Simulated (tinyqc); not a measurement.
Coupled-perturbed Hartree-Fock on RHF in the sto-3g basis, for H2O, spin multiplicity 1, step by step. Computed by tinyqc, a small Python program that keeps every step (integrals from PySCF). Settings: charge = 0, multiplicity = 1, basis = sto-3g, method = RHF, energy threshold = 1e-10, iteration cap = 78, orthogonalisation = canonical, start = atomic densities, DIIS depth = 6. Command: `OMP_NUM_THREADS=1 python tinyqc.py 27472 27473 out.jsonl` (the two numbers bound the seeds that draw the settings). One thread of a shared host (Intel(R) Xeon(R) Processor @ 2.60GHz), about 0.2 s of CPU time with the checks. The early iterations of the SCF are left out here.

## One-electron integrals

Geometry (angstrom):
```
atom       x        y       z
O     0.0000   0.0000  0.0000
H     0.0000   0.7300  0.5700
H     0.0000  -0.7300  0.5700
```

Basis sto-3g: exponents (1/bohr^2) and contraction coefficients of normalised primitives:
```
element  l (shell)  exponent  coefficient
O            s (1)  130.7093       0.1543
O            s (1)   23.8089       0.5353
O            s (1)    6.4436       0.4446
O            s (2)    5.0332      -0.1000
O            s (2)    1.1696       0.3995
O            s (2)    0.3804       0.7001
O            p (3)    5.0332       0.1559
O            p (3)    1.1696       0.6077
O            p (3)    0.3804       0.3920
H            s (1)    3.4253       0.1543
H            s (1)    0.6239       0.5353
H            s (1)    0.1689       0.4446
```

Overlap, kinetic and nuclear-attraction integrals over the contracted functions; the nuclear repulsion is the sum of Za Zb / Rab.

nuclear repulsion = 9.504174 hartree

overlap S:
```
         1O 1s   1O 2s  1O 2px   1O 2py  1O 2pz   2H 1s    3H 1s
1O 1s   1.0000  0.2367  0.0000   0.0000  0.0000  0.0581   0.0581
1O 2s   0.2367  1.0000  0.0000   0.0000  0.0000  0.4954   0.4954
1O 2px  0.0000  0.0000  1.0000   0.0000  0.0000  0.0000   0.0000
1O 2py  0.0000  0.0000  0.0000   1.0000  0.0000  0.3184  -0.3184
1O 2pz  0.0000  0.0000  0.0000   0.0000  1.0000  0.2486   0.2486
2H 1s   0.0581  0.4954  0.0000   0.3184  0.2486  1.0000   0.2718
3H 1s   0.0581  0.4954  0.0000  -0.3184  0.2486  0.2718   1.0000
```

kinetic energy T (hartree):
```
          1O 1s    1O 2s  1O 2px   1O 2py  1O 2pz    2H 1s    3H 1s
1O 1s   29.0032  -0.1680  0.0000   0.0000  0.0000  -0.0001  -0.0001
1O 2s   -0.1680   0.8081  0.0000   0.0000  0.0000   0.1441   0.1441
1O 2px   0.0000   0.0000  2.5287   0.0000  0.0000   0.0000   0.0000
1O 2py   0.0000   0.0000  0.0000   2.5287  0.0000   0.2433  -0.2433
1O 2pz   0.0000   0.0000  0.0000   0.0000  2.5287   0.1900   0.1900
2H 1s   -0.0001   0.1441  0.0000   0.2433  0.1900   0.7600   0.0133
3H 1s   -0.0001   0.1441  0.0000  -0.2433  0.1900   0.0133   0.7600
```

nuclear attraction V (hartree):
```
           1O 1s     1O 2s    1O 2px    1O 2py    1O 2pz    2H 1s    3H 1s
1O 1s   -61.7612   -7.4536    0.0000    0.0000   -0.0204  -1.8847  -1.8847
1O 2s    -7.4536  -10.1763    0.0000    0.0000   -0.2371  -4.0899  -4.0899
1O 2px    0.0000    0.0000  -10.0136    0.0000    0.0000   0.0000   0.0000
1O 2py    0.0000    0.0000    0.0000  -10.1805    0.0000  -2.3422   2.3422
1O 2pz   -0.0204   -0.2371    0.0000    0.0000  -10.1153  -1.9097  -1.9097
2H 1s    -1.8847   -4.0899    0.0000   -2.3422   -1.9097  -5.9705  -1.7808
3H 1s    -1.8847   -4.0899    0.0000    2.3422   -1.9097  -1.7808  -5.9705
```

core Hamiltonian H = T + V (hartree):
```
           1O 1s    1O 2s   1O 2px   1O 2py   1O 2pz    2H 1s    3H 1s
1O 1s   -32.7580  -7.6216   0.0000   0.0000  -0.0204  -1.8848  -1.8848
1O 2s    -7.6216  -9.3681   0.0000   0.0000  -0.2371  -3.9459  -3.9459
1O 2px    0.0000   0.0000  -7.4848   0.0000   0.0000   0.0000   0.0000
1O 2py    0.0000   0.0000   0.0000  -7.6518   0.0000  -2.0989   2.0989
1O 2pz   -0.0204  -0.2371   0.0000   0.0000  -7.5866  -1.7198  -1.7198
2H 1s    -1.8848  -3.9459   0.0000  -2.0989  -1.7198  -5.2105  -1.7676
3H 1s    -1.8848  -3.9459   0.0000   2.0989  -1.7198  -1.7676  -5.2105
```

## Two-electron integrals

Functions are numbered as in S; the eight-fold symmetry (ij|kl) = (ji|kl) = (kl|ij) leaves the list below.

Two-electron integrals (ij|kl) in chemists' order, unique and non-zero (hartree):
```
(11|11) 4.7851      (21|11) 0.7414      (21|21) 0.1369      (22|11) 1.1189
(22|21) 0.2566      (22|22) 0.8172      (31|31) 0.0245      (32|31) 0.0378
(32|32) 0.1805      (33|11) 1.1158      (33|21) 0.2567      (33|22) 0.8170
(33|33) 0.8802      (41|41) 0.0245      (42|41) 0.0378      (42|42) 0.1805
(43|43) 0.0474      (44|11) 1.1158      (44|21) 0.2567      (44|22) 0.8170
(44|33) 0.7853      (44|44) 0.8802      (51|51) 0.0245      (52|51) 0.0378
(52|52) 0.1805      (53|53) 0.0474      (54|54) 0.0474      (55|11) 1.1158
(55|21) 0.2567      (55|22) 0.8170      (55|33) 0.7853      (55|44) 0.7853
(55|55) 0.8802      (61|11) 0.1851      (61|21) 0.0339      (61|22) 0.0630
(61|33) 0.0629      (61|41) 0.0012      (61|42) 0.0023      (61|44) 0.0631
(61|51) 0.0010      (61|52) 0.0018      (61|54) 1.75e-04    (61|55) 0.0630
(61|61) 0.0085      (62|11) 0.4257      (62|21) 0.0987      (62|22) 0.3453
(62|33) 0.3396      (62|41) 0.0058      (62|42) 0.0433      (62|44) 0.3499
(62|51) 0.0045      (62|52) 0.0338      (62|54) 0.0081      (62|55) 0.3459
(62|61) 0.0248      (62|62) 0.1768      (63|31) 0.0106      (63|32) 0.0608
(63|43) 0.0091      (63|53) 0.0071      (63|63) 0.0260      (64|11) 0.2332
(64|21) 0.0548      (64|22) 0.2048      (64|33) 0.1954      (64|41) 0.0135
(64|42) 0.0853      (64|44) 0.2197      (64|51) 0.0022      (64|52) 0.0191
(64|54) 0.0119      (64|55) 0.1991      (64|61) 0.0144      (64|62) 0.1273
(64|64) 0.1167      (65|11) 0.1821      (65|21) 0.0428      (65|22) 0.1599
(65|33) 0.1525      (65|41) 0.0022      (65|42) 0.0191      (65|44) 0.1573
(65|51) 0.0124      (65|52) 0.0757      (65|54) 0.0128      (65|55) 0.1697
(65|61) 0.0113      (65|62) 0.0994      (65|64) 0.0709      (65|65) 0.0813
(66|11) 0.5470      (66|21) 0.1290      (66|22) 0.5146      (66|33) 0.4936
(66|41) 0.0103      (66|42) 0.1039      (66|44) 0.5323      (66|51) 0.0080
(66|52) 0.0812      (66|54) 0.0302      (66|55) 0.5172      (66|61) 0.0328
(66|62) 0.3234      (66|64) 0.2663      (66|65) 0.2079      (66|66) 0.7746
(71|11) 0.1851      (71|21) 0.0339      (71|22) 0.0630      (71|33) 0.0629
(71|41) -0.0012     (71|42) -0.0023     (71|44) 0.0631      (71|51) 0.0010
(71|52) 0.0018      (71|54) -1.75e-04   (71|55) 0.0630      (71|61) 0.0084
(71|62) 0.0241      (71|64) 0.0127      (71|65) 0.0109      (71|66) 0.0314
(71|71) 0.0085      (72|11) 0.4257      (72|21) 0.0987      (72|22) 0.3453
(72|33) 0.3396      (72|41) -0.0058     (72|42) -0.0433     (72|44) 0.3499
(72|51) 0.0045      (72|52) 0.0338      (72|54) -0.0081     (72|55) 0.3459
(72|61) 0.0241      (72|62) 0.1457      (72|64) 0.0718      (72|65) 0.0797
(72|66) 0.2220      (72|71) 0.0248      (72|72) 0.1768      (73|31) 0.0106
(73|32) 0.0608      (73|43) -0.0091     (73|53) 0.0071      (73|63) 0.0208
(73|73) 0.0260      (74|11) -0.2332     (74|21) -0.0548     (74|22) -0.2048
(74|33) -0.1954     (74|41) 0.0135      (74|42) 0.0853      (74|44) -0.2197
(74|51) -0.0022     (74|52) -0.0191     (74|54) 0.0119      (74|55) -0.1991
(74|61) -0.0127     (74|62) -0.0718     (74|64) -0.0150     (74|65) -0.0384
(74|66) -0.0952     (74|71) -0.0144     (74|72) -0.1273     (74|74) 0.1167
(75|11) 0.1821      (75|21) 0.0428      (75|22) 0.1599      (75|33) 0.1525
(75|41) -0.0022     (75|42) -0.0191     (75|44) 0.1573      (75|51) 0.0124
(75|52) 0.0757      (75|54) -0.0128     (75|55) 0.1697      (75|61) 0.0109
(75|62) 0.0797      (75|64) 0.0384      (75|65) 0.0638      (75|66) 0.1336
(75|71) 0.0113      (75|72) 0.0994      (75|74) -0.0709     (75|75) 0.0813
(76|11) 0.1770      (76|21) 0.0414      (76|22) 0.1562      (76|33) 0.1527
(76|44) 0.1557      (76|51) 0.0030      (76|52) 0.0265      (76|55) 0.1601
(76|61) 0.0103      (76|62) 0.0790      (76|64) 0.0489      (76|65) 0.0499
(76|66) 0.1474      (76|71) 0.0103      (76|72) 0.0790      (76|74) -0.0489
(76|75) 0.0499      (76|76) 0.0423      (77|11) 0.5470      (77|21) 0.1290
(77|22) 0.5146      (77|33) 0.4936      (77|41) -0.0103     (77|42) -0.1039
(77|44) 0.5323      (77|51) 0.0080      (77|52) 0.0812      (77|54) -0.0302
(77|55) 0.5172      (77|61) 0.0314      (77|62) 0.2220      (77|64) 0.0952
(77|65) 0.1336      (77|66) 0.3543      (77|71) 0.0328      (77|72) 0.3234
(77|74) -0.2663     (77|75) 0.2079      (77|76) 0.1474      (77|77) 0.7746
```

## Orthogonalisation

S = U s U^T; canonical form X = U s^(-1/2), so that X^T S X = 1. Each column of U has its largest component positive (the first on a tie).

eigenvalues of S: 0.3217  0.3937  0.8855  1.0000  1.0916  1.3345  1.9730

X:
```
              1        2        3       4        5        6       7
1O 1s   -0.2971   0.0000   0.7639  0.0000  -0.6153   0.0000  0.1454
1O 2s    1.2297   0.0000  -0.2969  0.0000  -0.2969   0.0000  0.4147
1O 2px   0.0000   0.0000   0.0000  1.0000   0.0000   0.0000  0.0000
1O 2py   0.0000   0.9503   0.0000  0.0000   0.0000   0.6949  0.0000
1O 2pz   0.5652   0.0000   0.6433  0.0000   0.6486   0.0000  0.1904
2H 1s   -0.7709  -0.9047  -0.1482  0.0000   0.1195   0.3650  0.3725
3H 1s   -0.7709   0.9047  -0.1482  0.0000   0.1195  -0.3650  0.3725
```

## Iteration 8 (converged): orbitals

converged F (hartree):
```
           1O 1s    1O 2s   1O 2px   1O 2py   1O 2pz    2H 1s    3H 1s
1O 1s   -20.2301  -5.1635   0.0000   0.0000  -0.0304  -1.2857  -1.2857
1O 2s    -5.1635  -2.4574   0.0000   0.0000  -0.1419  -1.0801  -1.0801
1O 2px    0.0000   0.0000  -0.3940   0.0000   0.0000   0.0000   0.0000
1O 2py    0.0000   0.0000   0.0000  -0.3424   0.0000  -0.4020   0.4020
1O 2pz   -0.0304  -0.1419   0.0000   0.0000  -0.3723  -0.3803  -0.3803
2H 1s    -1.2857  -1.0801   0.0000  -0.4020  -0.3803  -0.6230  -0.4363
3H 1s    -1.2857  -1.0801   0.0000   0.4020  -0.3803  -0.4363  -0.6230
```

Diagonalise F' = X^T F X, C = X C', fill 5 alpha and 5 beta electrons from the bottom; D = 2 C_occ C_occ^T. Each column has its largest component positive (the first on a tie).

F' = X^T F X (hartree):
```
         1       2        3        4        5        6        7
1   0.2867  0.0000   1.4503   0.0000  -0.9749   0.0000   0.0600
2   0.0000  0.7678   0.0000   0.0000   0.0000   0.1238   0.0000
3   1.4503  0.0000  -9.3175   0.0000   8.9798   0.0000  -3.7875
4   0.0000  0.0000   0.0000  -0.3940   0.0000   0.0000   0.0000
5  -0.9749  0.0000   8.9798   0.0000  -9.4563   0.0000   3.9577
6   0.0000  0.1238   0.0000   0.0000   0.0000  -0.6229   0.0000
7   0.0600  0.0000  -3.7875   0.0000   3.9577   0.0000  -2.8576
```

orbital energies (hartree): MO1 -20.2391, MO2 -1.2858, MO3 -0.6338, MO4 -0.4580, MO5 -0.3940, MO6 0.6381, MO7 0.7787

coefficients C:
```
            MO1      MO2      MO3      MO4     MO5      MO6      MO7
1O 1s    0.9941  -0.2316   0.0000   0.1050  0.0000  -0.1365   0.0000
1O 2s    0.0273   0.8221   0.0000  -0.5477  0.0000   0.9401   0.0000
1O 2px   0.0000   0.0000   0.0000   0.0000  1.0000   0.0000   0.0000
1O 2py   0.0000   0.0000   0.6086   0.0000  0.0000   0.0000   1.0078
1O 2pz   0.0047   0.1413   0.0000   0.7822  0.0000   0.7472   0.0000
2H 1s   -0.0063   0.1604   0.4431   0.2656  0.0000  -0.8203  -0.8691
3H 1s   -0.0063   0.1604  -0.4431   0.2656  0.0000  -0.8203   0.8691
```

D after iteration 8:
```
          1O 1s    1O 2s  1O 2px   1O 2py   1O 2pz    2H 1s    3H 1s
1O 1s    2.1056  -0.4416  0.0000   0.0000   0.1081  -0.0311  -0.0311
1O 2s   -0.4416   1.9532  0.0000   0.0000  -0.6242  -0.0276  -0.0276
1O 2px   0.0000   0.0000  2.0000   0.0000   0.0000   0.0000   0.0000
1O 2py   0.0000   0.0000  0.0000   0.7409   0.0000   0.5394  -0.5394
1O 2pz   0.1081  -0.6242  0.0000   0.0000   1.2638   0.4609   0.4609
2H 1s   -0.0311  -0.0276  0.0000   0.5394   0.4609   0.5854  -0.2001
3H 1s   -0.0311  -0.0276  0.0000  -0.5394   0.4609  -0.2001   0.5854
```

## Convergence

Stop when the energy changes by less than 1e-10 hartree and every element of the error matrix X^T (F D S - S D F) X is below 3e-06.

Course of the cycle:
```
iteration  E (hartree)     change  largest element of the error matrix
1           -75.581703          -                             1.52e+00
2           -74.924203   6.57e-01                             2.60e-01
3           -74.955462  -3.13e-02                             2.85e-02
4           -74.955824  -3.62e-04                             5.66e-03
5           -74.955845  -2.15e-05                             6.37e-05
6           -74.955845  -7.43e-09                             9.01e-06
7           -74.955845  -1.18e-10                             2.69e-07
8           -74.955845  -9.95e-14                             8.73e-11
```

PySCF RHF in the same basis = -74.955845 hartree

Converged in 8 iterations.

## Integrals over molecular orbitals

(pq|rs) = sum C_ip C_jq C_kr C_ls (ij|kl), one index at a time.

one-electron integrals over orbitals h = C^T H C (hartree):
```
          1        2        3        4        5        6        7
1  -32.7400   0.5564   0.0000  -0.2407   0.0000   0.3147   0.0000
2    0.5564  -7.7080   0.0000   0.4037   0.0000  -1.4143   0.0000
3    0.0000   0.0000  -6.4513   0.0000   0.0000   0.0000  -1.6955
4   -0.2407   0.4037   0.0000  -7.0652   0.0000  -1.0297   0.0000
5    0.0000   0.0000   0.0000   0.0000  -7.4848   0.0000   0.0000
6    0.3147  -1.4143   0.0000  -1.0297   0.0000  -5.3458   0.0000
7    0.0000   0.0000  -1.6955   0.0000   0.0000   0.0000  -5.6188
```

Two-electron integrals over orbitals (pq|rs), unique and non-zero (hartree):
```
(11|11) 4.7440      (21|11) -0.4144     (21|21) 0.0577      (22|11) 1.0031
(22|21) -0.0124     (22|22) 0.7318      (31|31) 0.0112      (32|31) 0.0181
(32|32) 0.1471      (33|11) 0.8101      (33|21) -0.0044     (33|22) 0.6526
(33|33) 0.6425      (41|11) 0.1870      (41|21) -0.0225     (41|22) 0.0169
(41|33) 0.0067      (41|41) 0.0285      (42|11) -0.1227     (42|21) 0.0095
(42|22) 0.0106      (42|33) 0.0075      (42|41) 0.0189      (42|42) 0.1218
(43|31) -0.0037     (43|32) 0.0175      (43|43) 0.0459      (44|11) 1.0117
(44|21) -0.0141     (44|22) 0.6776      (44|33) 0.6060      (44|41) -0.0119
(44|42) -0.1049     (44|44) 0.7988      (51|51) 0.0261      (52|51) 0.0323
(52|52) 0.1434      (53|53) 0.0295      (54|51) -0.0138     (54|52) -0.0474
(54|54) 0.0574      (55|11) 1.1153      (55|21) -0.0116     (55|22) 0.7469
(55|33) 0.6356      (55|41) 0.0052      (55|42) -0.0656     (55|44) 0.7357
(55|55) 0.8802      (61|11) -0.2460     (61|21) 0.0370      (61|22) -4.11e-04
(61|33) 1.03e-04    (61|41) -0.0013     (61|42) 0.0202      (61|44) -0.0200
(61|55) -0.0064     (61|61) 0.0326      (62|11) 0.3163      (62|21) -0.0067
(62|22) 0.1449      (62|33) 0.0784      (62|41) 0.0187      (62|42) 0.0192
(62|44) 0.0933      (62|55) 0.1616      (62|61) 0.0062      (62|62) 0.1034
(63|31) 0.0033      (63|32) -0.0399     (63|43) -0.0264     (63|63) 0.0694
(64|11) 0.2089      (64|21) -0.0020     (64|22) 0.0896      (64|33) 0.0423
(64|41) 0.0026      (64|42) -0.0278     (64|44) 0.1177      (64|55) 0.1094
(64|61) 4.03e-05    (64|62) 0.0602      (64|64) 0.0634      (65|51) 0.0163
(65|52) 0.0605      (65|54) -0.0033     (65|65) 0.0395      (66|11) 0.8084
(66|21) -0.0069     (66|22) 0.6195      (66|33) 0.5762      (66|41) 0.0219
(66|42) 0.0604      (66|44) 0.5502      (66|55) 0.5917      (66|61) 0.0082
(66|62) 0.0978      (66|64) 0.0431      (66|66) 0.6000      (71|31) 0.0156
(71|32) 0.0234      (71|43) -0.0054     (71|63) 0.0041      (71|71) 0.0218
(72|31) 0.0137      (72|32) 0.0370      (72|43) -0.0347     (72|63) 0.0363
(72|71) 0.0180      (72|72) 0.0605      (73|11) 0.3606      (73|21) -0.0077
(73|22) 0.1326      (73|33) 0.0910      (73|41) -0.0010     (73|42) -0.0757
(73|44) 0.1630      (73|55) 0.1869      (73|61) -0.0073     (73|62) 0.0780
(73|64) 0.0738      (73|66) 0.0367      (73|73) 0.1512      (74|31) -0.0100
(74|32) -0.0777     (74|43) 0.0056      (74|63) 0.0420      (74|71) -0.0136
(74|72) -0.0163     (74|74) 0.0687      (75|53) 0.0236      (75|75) 0.0241
(76|31) 0.0096      (76|32) 0.1006      (76|43) 0.0441      (76|63) -0.0634
(76|71) 0.0126      (76|72) -0.0115     (76|74) -0.0573     (76|76) 0.1154
(77|11) 0.8749      (77|21) -0.0095     (77|22) 0.6280      (77|33) 0.6172
(77|41) 0.0043      (77|42) -0.0122     (77|44) 0.6139      (77|55) 0.6280
(77|61) -0.0054     (77|62) 0.0705      (77|64) 0.0393      (77|66) 0.5697
(77|73) 0.0921      (77|77) 0.6243
```

## Response to a field: uncoupled start

dipole integrals <a|z|i> (bohr):
```
        i1       i2       i3       i4      i5
a6  0.0431  -0.1266   0.0000  -0.4566  0.0000
a7  0.0000   0.0000  -0.6290   0.0000  0.0000
```

Field along z; U_ai = -mu_ai / (e_a - e_i), alpha = -4 sum U_ai mu_ai.

uncoupled U:
```
         i1      i2      i3      i4      i5
a6  -0.0021  0.0658  0.0000  0.4165  0.0000
a7   0.0000  0.0000  0.4453  0.0000  0.0000
```

uncoupled polarisability = 1.9148 bohr^3

## Coupled step 1

U_ai = -(mu_ai + sum_bj [4 (ai|bj) - (ab|ij) - (aj|bi)] U_bj) / (e_a - e_i); alpha = -4 sum U_ai mu_ai.

U after step 1:
```
         i1      i2      i3      i4      i5
a6  -0.0009  0.0099  0.0000  0.4611  0.0000
a7   0.0000  0.0000  0.4270  0.0000  0.0000
```

polarisability = 1.9216 bohr^3

## Coupled step 2

As before.

U after step 2:
```
         i1       i2      i3      i4      i5
a6  -0.0008  -0.0003  0.0000  0.4854  0.0000
a7   0.0000   0.0000  0.4253  0.0000  0.0000
```

polarisability = 1.9564 bohr^3

## Coupled polarisability

Repeat until U stops changing; compare with -d2E/dF2.

Course of the coupled iterations:
```
step  alpha (bohr^3)
0             1.9148
1             1.9216
2             1.9564
3             1.9657
4             1.9691
5             1.9704
6             1.9709
7             1.9711
8             1.9712
9             1.9712
10            1.9712
11            1.9712
12            1.9712
13            1.9712
14            1.9712
15            1.9712
16            1.9712
17            1.9712
18            1.9712
19            1.9712
```

coupled polarisability = 1.9712 bohr^3

finite-field check, fields of +/-0.001 au = 1.9712 bohr^3
